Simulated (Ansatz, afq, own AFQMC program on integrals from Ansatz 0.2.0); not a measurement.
# Where AFQMC and coupled cluster stand for Al2H, doublet

```xyz
3

Al    0.0000    0.0000    0.8613
Al    0.0000    0.0000   -3.3417
H     0.0000    0.0000    2.4805
```

Connectivity, by distances: AlH ··· Al.

Basis 6-31G. Only valence electrons are correlated. Integrals, coupled cluster, full CI and functionals: Ansatz 0.2.0; the random walks run on the same integrals in our own AFQMC program. ph-AFQMC/CISD is guided by a CISD state made of CCSD amplitudes; releasing the constraint for a short imaginary time cuts its bias at the price of noise, slowly where states lie close. Error bars are statistical, one sigma.

Determinant: UHF, the one that the program's search chose, which needn't be the lowest solution. The geometry is a point of a scan.

Full CI on the same integrals is exact in this basis and with this determinant's frozen core.

```
T1 diagnostic                               : 0.0187
weight of the determinant in the CISD state : 0.888
⟨S²⟩ of the determinant                     : 0.751
size of the correlated space                : 7 electrons in 18 orbitals
```

```json
{"level": "MP2", "correlation energy (eV)": "-1.2764"}
{"level": "CCSD", "correlation energy (eV)": "-2.0604"}
{"level": "CCSD(T)", "correlation energy (eV)": "-2.0773"}
```

Estimate where full CI lies against CCSD(T) on the same integrals.

1.1 kJ/mol below CCSD(T).

Reference: full CI, correlation energy -2.088 eV. The released energy is read at 2.40 1/Eh (meV from the phaseless value at times in 1/Eh: -2.5 ± 1.5 at 0.24, -2.2 ± 1.2 at 0.51, -3.6 ± 0.9 at 0.99, -4.3 ± 1.0 at 1.62, -1 ± 3 at 2.40).

```csv
level,E − E(reference) (kJ/mol),share of correlation (%)
CCSD(T),1.1,99.48
CCSDT,0.2,99.90
CCSDT(Q),0.1,99.97
CCSDTQ,0.0,100.00
ph-AFQMC/CISD,0.9 ± 0.2,99.57
released AFQMC,0.7 ± 0.2,99.64
```

CCSDT and higher add their correlation energy to the determinant of the CCSD(T) run, since their own runs factorise the integrals more tightly (a shift of under 2 meV). A walk keeps the symmetry of its determinant, which the program's search chose and which needn't be the lowest solution, so a lower state of the same spin and another symmetry isn't excluded. Released energies are given only where the last usable release times agree within the noise; a slower fall can still hide under it.
